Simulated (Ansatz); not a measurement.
# Nudged elastic band run: BFH$_{2}$O

Input:

```yaml
crystal:
  periodic: [false, false, false]
  atoms:
    - { symbol: B, position_ang: [0.245307, -0.089765, 0.185071] }
    - { symbol: H, position_ang: [0.149662, -0.115839, 1.389522] }
    - { symbol: O, position_ang: [1.380774, -0.377006, -0.478463] }
    - { symbol: H, position_ang: [2.115602, -0.607111, 0.102419] }
    - { symbol: F, position_ang: [-0.817045, 0.237821, -0.536749] }
basis:
  gaussian: { orbitals: def2-SVP }
hamiltonian:
  xc: b3lyp
  dispersion: d4
neb:
  order_check: false
  images: 9
  f_tol: 0.05
  max_iterations: 60
  final_atoms:
    - { symbol: B, position_ang: [-0.92950268, -0.35699987, 0.01210757] }
    - { symbol: H, position_ang: [1.36582955, -0.14582354, 1.26432334] }
    - { symbol: O, position_ang: [1.68419726, 0.03667649, 0.36801216] }
    - { symbol: H, position_ang: [1.94470319, -0.84025499, 0.05041776] }
    - { symbol: F, position_ang: [-0.99092732, 0.35450192, -1.03306083] }
  initial_path:
    images:
      - { positions_ang: [[0.245307, -0.089765, 0.185071], [0.149662, -0.115839, 1.389522], [1.380774, -0.377006, -0.478463], [2.115602, -0.607111, 0.102419], [-0.817045, 0.237821, -0.536749]] }
      - { positions_ang: [[0.19766626, -0.06771074, 0.1477144], [0.25151922, -0.12219568, 1.35450785], [1.42508297, -0.30354879, -0.34004411], [2.07428222, -0.6724023, 0.07081053], [-0.87425068, 0.21395751, -0.57118867]] }
      - { positions_ang: [[0.15002553, -0.04565647, 0.11035779], [0.35337645, -0.12855236, 1.3194937], [1.46939194, -0.23009159, -0.20162522], [2.03296245, -0.7376936, 0.03920206], [-0.93145637, 0.19009401, -0.60562833]] }
      - { positions_ang: [[0.10238479, -0.02360221, 0.07300119], [0.45523367, -0.13490904, 1.28447955], [1.51370092, -0.15663438, -0.06320633], [1.99164267, -0.80298489, 0.00759359], [-0.98866205, 0.16623052, -0.640068]] }
      - { positions_ang: [[0.05474405, -0.00154794, 0.03564458], [0.5570909, -0.14126571, 1.2494654], [1.55800989, -0.08317717, 0.07521256], [1.95032289, -0.86827619, -0.02401488], [-1.04586773, 0.14236702, -0.67450767]] }
      - { positions_ang: [[0.00710332, 0.02050632, -0.00171202], [0.65894812, -0.14762239, 1.21445125], [1.60231886, -0.00971997, 0.21363145], [1.90900311, -0.93356749, -0.05562336], [-1.10307341, 0.11850353, -0.70894733]] }
      - { positions_ang: [[-0.18021788, -0.05499492, 0.0010519], [0.80032441, -0.14726262, 1.22442567], [1.61869454, -0.00044067, 0.2445076], [1.91614313, -0.91490499, -0.03441513], [-1.0806442, 0.16570321, -0.77377003]] }
      - { positions_ang: [[-0.36753908, -0.13049616, 0.00381582], [0.94170069, -0.14690285, 1.23440009], [1.63507022, 0.00883862, 0.27538374], [1.92328315, -0.89624249, -0.01320691], [-1.05821498, 0.21290288, -0.83859273]] }
      - { positions_ang: [[-0.55486028, -0.2059974, 0.00657973], [1.08307698, -0.14654308, 1.24437451], [1.6514459, 0.01811791, 0.30625988], [1.93042316, -0.87757999, 0.00800131], [-1.03578576, 0.26010256, -0.90341543]] }
      - { positions_ang: [[-0.74218148, -0.28149864, 0.00934365], [1.22445326, -0.14618331, 1.25434892], [1.66782158, 0.0273972, 0.33713602], [1.93756318, -0.85891749, 0.02920954], [-1.01335654, 0.30730224, -0.96823813]] }
      - { positions_ang: [[-0.92950268, -0.35699987, 0.01210757], [1.36582955, -0.14582354, 1.26432334], [1.68419726, 0.03667649, 0.36801216], [1.94470319, -0.84025499, 0.05041776], [-0.99092732, 0.35450192, -1.03306083]] }
```

Launched with:

```bash
$ ansatz run input.yaml --threads 1 --pin off --max-ram 2048MiB --backend cpu --events-out ev --progress --plain --runs-dir out
```

Output, in part (warnings, iteration lines, the closing report on the highest movable image, with atoms numbered from 0):

```
NEB end point (image 0): max|allowed force component| = 6.361e-4 eV/Å (the criterion of neb.relax_end_points is 1.000e-2)
NEB end point (image 10): max|allowed force component| = 7.308e-3 eV/Å (the criterion of neb.relax_end_points is 1.000e-2)
NEB iter   1: max|band force component| = 1.333e1 eV/Å  barrier→ = 6.0349 eV  barrier← = 2.1059 eV  Δτ_max = 0.1915 Å  (254 SCF iters)
NEB iter   2: max|band force component| = 2.925e0 eV/Å  barrier→ = 4.9530 eV  barrier← = 1.0239 eV  Δτ_max = 0.1864 Å  (264 SCF iters)
NEB iter   3: max|band force component| = 1.954e0 eV/Å  barrier→ = 4.8633 eV  barrier← = 0.9343 eV  Δτ_max = 0.1954 Å  (248 SCF iters)
NEB iter   4: max|band force component| = 2.993e0 eV/Å  barrier→ = 4.8173 eV  barrier← = 0.8882 eV  Δτ_max = 0.1005 Å  (246 SCF iters)
NEB iter   5: max|band force component| = 1.322e0 eV/Å  barrier→ = 4.7910 eV  barrier← = 0.8619 eV  Δτ_max = 0.2000 Å  (233 SCF iters)
NEB iter   6: max|band force component| = 2.242e0 eV/Å  barrier→ = 4.7263 eV  barrier← = 0.7973 eV  Δτ_max = 0.1003 Å  (262 SCF iters)
NEB iter   7: max|band force component| = 6.671e-1 eV/Å  barrier→ = 4.7161 eV  barrier← = 0.7871 eV  Δτ_max = 0.1119 Å  (240 SCF iters)
NEB iter   8: max|band force component| = 1.224e0 eV/Å  barrier→ = 4.5955 eV  barrier← = 0.6665 eV  CI = image 6  Δτ_max = 0.0935 Å  (230 SCF iters)
NEB iter   9: max|band force component| = 3.894e-1 eV/Å  barrier→ = 4.7451 eV  barrier← = 0.8161 eV  CI = image 6  Δτ_max = 0.0704 Å  (229 SCF iters)
NEB iter  10: max|band force component| = 2.827e-1 eV/Å  barrier→ = 4.7281 eV  barrier← = 0.7991 eV  CI = image 6  Δτ_max = 0.0283 Å  (225 SCF iters)
NEB iter  11: max|band force component| = 1.335e-1 eV/Å  barrier→ = 4.7243 eV  barrier← = 0.7953 eV  CI = image 6  Δτ_max = 0.0271 Å  (224 SCF iters)
NEB iter  12: max|band force component| = 2.200e-1 eV/Å  barrier→ = 4.7163 eV  barrier← = 0.7873 eV  CI = image 6  Δτ_max = 0.0136 Å  (227 SCF iters)
NEB iter  13: max|band force component| = 1.476e-1 eV/Å  barrier→ = 4.7139 eV  barrier← = 0.7848 eV  CI = image 6  Δτ_max = 0.0136 Å  (226 SCF iters)
NEB iter  14: max|band force component| = 1.701e-1 eV/Å  barrier→ = 4.7111 eV  barrier← = 0.7820 eV  CI = image 6  Δτ_max = 0.0271 Å  (221 SCF iters)
NEB iter  15: max|band force component| = 2.970e-1 eV/Å  barrier→ = 4.7056 eV  barrier← = 0.7765 eV  CI = image 6  Δτ_max = 0.0537 Å  (228 SCF iters)
NEB iter  16: max|band force component| = 7.974e-1 eV/Å  barrier→ = 4.7024 eV  barrier← = 0.7734 eV  CI = image 6  Δτ_max = 0.0271 Å  (229 SCF iters)
NEB iter  17: max|band force component| = 2.591e-1 eV/Å  barrier→ = 4.7008 eV  barrier← = 0.7717 eV  CI = image 6  Δτ_max = 0.0539 Å  (222 SCF iters)
NEB iter  18: max|band force component| = 3.556e-1 eV/Å  barrier→ = 4.6997 eV  barrier← = 0.7707 eV  CI = image 6  Δτ_max = 0.0271 Å  (222 SCF iters)
NEB iter  19: max|band force component| = 4.113e-1 eV/Å  barrier→ = 4.6986 eV  barrier← = 0.7696 eV  CI = image 6  Δτ_max = 0.0136 Å  (223 SCF iters)
NEB iter  20: max|band force component| = 1.553e-1 eV/Å  barrier→ = 4.6978 eV  barrier← = 0.7688 eV  CI = image 6  Δτ_max = 0.0270 Å  (223 SCF iters)
NEB iter  21: max|band force component| = 1.210e-1 eV/Å  barrier→ = 4.6976 eV  barrier← = 0.7685 eV  CI = image 6  Δτ_max = 0.0537 Å  (219 SCF iters)
NEB iter  22: max|band force component| = 9.539e-2 eV/Å  barrier→ = 4.6975 eV  barrier← = 0.7684 eV  CI = image 6  Δτ_max = 0.1057 Å  (208 SCF iters)
NEB iter  23: max|band force component| = 2.033e-1 eV/Å  barrier→ = 4.6975 eV  barrier← = 0.7684 eV  CI = image 6  Δτ_max = 0.0538 Å  (209 SCF iters)
NEB iter  24: max|band force component| = 2.187e-1 eV/Å  barrier→ = 4.6974 eV  barrier← = 0.7684 eV  CI = image 6  Δτ_max = 0.0271 Å  (197 SCF iters)
NEB iter  25: max|band force component| = 1.701e-1 eV/Å  barrier→ = 4.6974 eV  barrier← = 0.7684 eV  CI = image 6  Δτ_max = 0.0271 Å  (193 SCF iters)
NEB iter  26: max|band force component| = 1.034e-1 eV/Å  barrier→ = 4.6974 eV  barrier← = 0.7684 eV  CI = image 6  Δτ_max = 0.0268 Å  (186 SCF iters)
NEB iter  27: max|band force component| = 2.828e-1 eV/Å  barrier→ = 4.6974 eV  barrier← = 0.7684 eV  CI = image 6  Δτ_max = 0.0134 Å  (188 SCF iters)
NEB iter  28: max|band force component| = 1.656e-1 eV/Å  barrier→ = 4.6974 eV  barrier← = 0.7684 eV  CI = image 6  Δτ_max = 0.0116 Å  (178 SCF iters)
NEB iter  29: max|band force component| = 5.381e-2 eV/Å  barrier→ = 4.6974 eV  barrier← = 0.7684 eV  CI = image 6  Δτ_max = 0.0040 Å  (172 SCF iters)
NEB iter  30: max|band force component| = 2.349e-2 eV/Å  barrier→ = 4.6974 eV  barrier← = 0.7684 eV  CI = image 6  Δτ_max = 0.0000 Å  (364 SCF iters)
Total energy: -5466.95468233 eV, -200.9068789405 hartree
Atom 0 at    -0.197515     0.141514     0.299118 Å, force    -0.000004     0.000013    -0.000032 eV/Å
Atom 1 at     0.875454    -0.216856     1.263135 Å, force     0.000009     0.000126    -0.000004 eV/Å
Atom 2 at     1.370022    -0.032399     0.260587 Å, force    -0.000145    -0.000302     0.000019 eV/Å
Atom 3 at     1.708739    -0.800729    -0.259058 Å, force     0.000185     0.000116    -0.000021 eV/Å
Atom 4 at    -0.682400    -0.043430    -0.901981 Å, force    -0.000045     0.000048     0.000038 eV/Å
Dipole moment:     0.508568    -0.367072    -0.162065 e Å
```

The run converged. The profile has 2 maxima (images 2, 6) with wells between them (image 3): this band takes more than one step, which may be the mechanism or a detour left from its start path. Neighbouring images differ by up to 2.1 eV, so the band resolves the path poorly. A vibrational analysis at the climbing image gives one clearly imaginary mode, 1419i cm⁻¹: a first-order saddle point. The orbitals stay closed-shell, which can raise the energy where a bond breaks towards radicals; this wasn't checked here.

Final band (atoms are numbered from 1 in the order of the input):

```json
{"image": "0", "path coordinate (Å)": "0.00", "energy (kcal/mol)": "0.0", "B1–H2 (Å)": "1.21", "B1–O3 (Å)": "1.35", "H2–O3 (Å)": "2.25"}
{"image": "1", "path coordinate (Å)": "0.47", "energy (kcal/mol)": "6.3", "B1–H2 (Å)": "1.21", "B1–O3 (Å)": "1.35", "H2–O3 (Å)": "2.29"}
{"image": "2", "path coordinate (Å)": "0.94", "energy (kcal/mol)": "9.6", "B1–H2 (Å)": "1.21", "B1–O3 (Å)": "1.35", "H2–O3 (Å)": "2.22"}
{"image": "3", "path coordinate (Å)": "1.41", "energy (kcal/mol)": "2.5", "B1–H2 (Å)": "1.19", "B1–O3 (Å)": "1.34", "H2–O3 (Å)": "2.13"}
{"image": "4", "path coordinate (Å)": "1.87", "energy (kcal/mol)": "19.6", "B1–H2 (Å)": "1.20", "B1–O3 (Å)": "1.35", "H2–O3 (Å)": "1.97"}
{"image": "5", "path coordinate (Å)": "2.34", "energy (kcal/mol)": "68.9", "B1–H2 (Å)": "1.26", "B1–O3 (Å)": "1.41", "H2–O3 (Å)": "1.56"}
{"image": "6", "path coordinate (Å)": "2.81", "energy (kcal/mol)": "108.3", "B1–H2 (Å)": "1.49", "B1–O3 (Å)": "1.58", "H2–O3 (Å)": "1.13"}
{"image": "7", "path coordinate (Å)": "3.20", "energy (kcal/mol)": "98.1", "B1–H2 (Å)": "1.88", "B1–O3 (Å)": "1.91", "H2–O3 (Å)": "0.99"}
{"image": "8", "path coordinate (Å)": "3.58", "energy (kcal/mol)": "92.2", "B1–H2 (Å)": "2.29", "B1–O3 (Å)": "2.32", "H2–O3 (Å)": "0.97"}
{"image": "9", "path coordinate (Å)": "3.97", "energy (kcal/mol)": "90.8", "B1–H2 (Å)": "2.53", "B1–O3 (Å)": "2.59", "H2–O3 (Å)": "0.97"}
{"image": "10", "path coordinate (Å)": "4.35", "energy (kcal/mol)": "90.6", "B1–H2 (Å)": "2.62", "B1–O3 (Å)": "2.67", "H2–O3 (Å)": "0.97"}
```

The run took 3.3 min on 1 thread of Arm Neoverse V2, on a shared host, peak memory 0.095 GiB.
